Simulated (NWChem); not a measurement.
**One shape, several levels: SF4 (sulfur tetrafluoride)**

We compute a comparison of 5 runs (BHLYP/6-311+G**, M06-L/6-311+G**, PBE/6-311+G**, PBE0/6-311+G**, TPSS/6-311+G**) of SF4 (sulfur tetrafluoride). 

Program for the calculation: NWChem 7.3.0.

**1. The structure to begin with**

SF4: 5 atoms, total charge 0, spin state singlet. SMILES: `FS(F)(F)F`. One bond was lengthened or shortened from a relaxed shape.

Bond lengths: F1–S2 1.553 Å, S2–F3 1.649 Å, S2–F4 1.649 Å, S2–F5 1.786 Å. Angles: F1–S2–F3 87.6°, F1–S2–F4 87.6°, F1–S2–F5 101.3°, F3–S2–F4 172.5°, F3–S2–F5 87.6°, F4–S2–F5 87.6°.

**2. The energy at BHLYP/6-311+G(d,p) (run 1)**

File work.xyz:

```xyz
5
F4S energy
F     -0.611700    -0.450345     1.220825
S      0.013500    -0.579745    -0.194975
F      1.486200    -0.684345     0.539425
F     -1.490600    -0.299645    -0.810175
F      0.400600     1.124600    -0.563100
```

File work.nw:

```
start work
title "F4S energy"
memory stack 880 mb heap 220 mb global 1100 mb
charge 0

geometry units angstroms noautosym nocenter noautoz
 load format xyz work.xyz
end

basis spherical bse
 F library 6-311+G**
 S library 6-311+G**
end

dft
 xc bhlyp
 grid fine
 convergence energy 1e-08
 maxiter 100
 mulliken
end

task dft energy
```

Run with:

```console
$ nwchem work.nw > work.out
```

What it wrote:

```text
[...]
          Wavefunction type:  closed shell.
          No. of atoms     :     5
          No. of electrons :    52
[...]
          Charge           :     0
          Spin multiplicity:     1
[...]
          AO basis - number of functions:   118
[...]
              XC Information
              --------------
                        BHLYP Method XC Functional
                     Hartree-Fock (Exact) Exchange  0.500
                        Slater Exchange Functional  0.500 local
                    Becke 1988 Exchange Functional  0.500 non-local
              Lee-Yang-Parr Correlation Functional  1.000
[...]
 d= 0,ls=0.0,diis     1   -797.1776240487 -1.09D+03  1.83D-02  2.45D+00     1.5
[...]
 d= 0,ls=0.0,diis    11   -797.4129328182 -6.23D-09  3.43D-07  5.10D-09    12.3
         Total DFT energy =     -797.412932818170
      One electron energy =    -1678.883004535014
           Coulomb energy =      660.461911812944
    Exchange-Corr. energy =      -67.402288219151
 Nuclear repulsion energy =      288.410448123050
[...]
      Total Density - Mulliken Population Analysis
     ---------------------------------------------
    Atom       Charge   Shell Charges
 -----------   ------   -------------------------------------------------------
    1 F    9     9.18   1.08  0.92  1.16  1.10  2.38  0.91  1.71 -0.09  0.01  0.01
    2 S   16    15.13   0.78  1.19  0.95  1.04  1.24  0.80  1.84  4.04  0.81  1.66  0.33  0.06  0.01  0.39
    3 F    9     9.20   1.08  0.92  1.16  1.09  2.36  0.94  1.82 -0.19  0.02  0.00
    4 F    9     9.20   1.08  0.92  1.16  1.09  2.36  0.94  1.82 -0.19  0.02  0.00
    5 F    9     9.29   1.08  0.92  1.15  1.10  2.31  0.93  1.82 -0.08  0.06  0.00
[...]
```

It took 13 s on 1 thread of AMD EPYC 9R45 (Zen 5), shared host; peak memory 0.11 GiB.

**3. The energy at M06-L/6-311+G(d,p) (run 2)**

File f4s.nw:

```
start f4s
title "F4S"
memory stack 880 mb heap 220 mb global 1100 mb

geometry units au noautosym nocenter noautoz
F  -1.15594547 -0.85102871  2.30702490
S   0.02551130 -1.09555927 -0.36844935
F   2.80851097 -1.29322462  1.01936551
F  -2.81682576 -0.56624698 -1.53100886
F   0.75702429  2.12518600 -1.06410478
end

basis spherical bse
F library 6-311+G**
S library 6-311+G**
end

dft
xc m06-l
grid fine
convergence energy 1e-08
iterations 100
mulliken
noprint "final vectors analysis"
end

task dft energy
```

Run with:

```console
$ nwchem f4s.nw > f4s.out
```

What it wrote:

```text
[...]
          Wavefunction type:  closed shell.
          No. of atoms     :     5
          No. of electrons :    52
[...]
          Charge           :     0
          Spin multiplicity:     1
[...]
          AO basis - number of functions:   118
[...]
              XC Information
              --------------
                        M06-L Method XC Functional
                         M06-L Exchange Functional  1.000
                       M06-L Correlation Potential  1.000
[...]
 d= 0,ls=0.0,diis     1   -797.2597374579 -1.09D+03  2.67D-02  2.60D+00     1.6
[...]
 d= 0,ls=0.0,diis    13   -797.5293483252 -2.19D-09  4.21D-07  5.61D-09    16.2
         Total DFT energy =     -797.529348325244
      One electron energy =    -1679.299236674294
           Coulomb energy =      660.867518221805
    Exchange-Corr. energy =      -67.508057224072
 Nuclear repulsion energy =      288.410427351316
[...]
      Total Density - Mulliken Population Analysis
     ---------------------------------------------
    Atom       Charge   Shell Charges
 -----------   ------   -------------------------------------------------------
    1 F    9     9.11   1.08  0.92  1.14  1.13  2.38  0.89  1.69 -0.12 -0.01  0.01
    2 S   16    15.35   0.78  1.19  0.96  1.02  1.22  0.95  1.83  4.06  0.81  1.78  0.24  0.08  0.04  0.39
    3 F    9     9.15   1.08  0.92  1.14  1.12  2.37  0.91  1.79 -0.19  0.01  0.00
    4 F    9     9.15   1.08  0.92  1.14  1.12  2.37  0.91  1.79 -0.19  0.01  0.00
    5 F    9     9.24   1.08  0.92  1.13  1.13  2.32  0.90  1.80 -0.09  0.05  0.00
[...]
```

Wall time 17 s (1 thread of AMD EPYC 9R45 (Zen 5), shared host); peak memory 0.11 GiB.

Runs 3 to 4 aren't shown in full; the table further down has their settings and results.

**4. A single-point energy at TPSS/6-311+G(d,p) (run 5)**

File f4s.nw:

```
start f4s
memory total 2200 mb
charge 0

geometry units angstroms noautosym nocenter noautoz
F    -0.611700   -0.450345    1.220825
S     0.013500   -0.579745   -0.194975
F     1.486200   -0.684345    0.539425
F    -1.490600   -0.299645   -0.810175
F     0.400600    1.124600   -0.563100
end

basis spherical bse
* library 6-311+G**
end

dft
xc xtpss03 ctpss03
grid fine
convergence energy 1e-08
maxiter 100
mulliken
end

task dft energy
```

Run with:

```console
$ nwchem f4s.nw > f4s.out
```

What it wrote:

```text
[...]
          Wavefunction type:  closed shell.
          No. of atoms     :     5
          No. of electrons :    52
[...]
          Charge           :     0
          Spin multiplicity:     1
[...]
          AO basis - number of functions:   118
[...]
              XC Information
              --------------
                  TPSS metaGGA Exchange Functional  1.000
             TPSS03 metaGGA Correlation Functional  1.000
[...]
 d= 0,ls=0.0,diis     1   -797.3524306699 -1.09D+03  2.86D-02  3.08D+00     1.7
[...]
 d= 0,ls=0.0,diis    13   -797.6528479863 -4.60D-09  8.84D-08  2.13D-10    17.6
         Total DFT energy =     -797.652847986339
      One electron energy =    -1679.236786755638
           Coulomb energy =      660.756770600395
    Exchange-Corr. energy =      -67.583279954147
 Nuclear repulsion energy =      288.410448123050
[...]
      Total Density - Mulliken Population Analysis
     ---------------------------------------------
    Atom       Charge   Shell Charges
 -----------   ------   -------------------------------------------------------
    1 F    9     9.11   1.08  0.92  1.17  1.11  2.33  0.90  1.67 -0.10  0.02  0.01
    2 S   16    15.39   0.78  1.19  0.94  1.04  1.24  0.88  1.85  4.03  0.85  1.78  0.32  0.08  0.03  0.39
    3 F    9     9.13   1.08  0.92  1.17  1.10  2.32  0.93  1.77 -0.19  0.04  0.00
    4 F    9     9.13   1.08  0.92  1.17  1.10  2.32  0.93  1.77 -0.19  0.04  0.00
    5 F    9     9.24   1.08  0.92  1.16  1.11  2.27  0.92  1.78 -0.09  0.08  0.00
[...]
```

It took 18 s on 1 thread of AMD EPYC 9R45 (Zen 5), shared host; peak memory 0.11 GiB.

**5. All runs side by side**

```csv
run,level,energy (Eh),dipole moment (D),HOMO energy (eV),LUMO energy (eV),wall time
1,BHLYP/6-311+G**,-797.412933,1.87,-12.21,-2.84,13 s
2,M06-L/6-311+G**,-797.529348,1.75,–,–,17 s
3,PBE/6-311+G**,-797.077495,1.69,-8.95,-4.72,15 s
4,PBE0/6-311+G**,-797.070756,1.76,-10.60,-3.85,13 s
5,TPSS/6-311+G**,-797.652848,1.67,-9.05,-4.67,18 s
```

**6. Outcome**

| quantity | value |
| --- | --- |
| run 5: total energy | -797.65285 Eh |
| run 5: dipole moment | 1.67 D |
| run 5: HOMO energy | -9.05 eV |
| run 5: LUMO energy | -4.67 eV |
| run 5: HOMO–LUMO gap | 4.38 eV |

What this shows: The dipole moment (its size) runs from 1.67 D (TPSS/6-311+G**) to 1.87 D (BHLYP/6-311+G**). Over runs 1, 3, 4, 5 the HOMO–LUMO gap runs from 4.23 eV (PBE/6-311+G**) to 9.36 eV (BHLYP/6-311+G**). Totals of different functionals can't be ranked against each other. All runs together took 76 s, the longest 18 s.
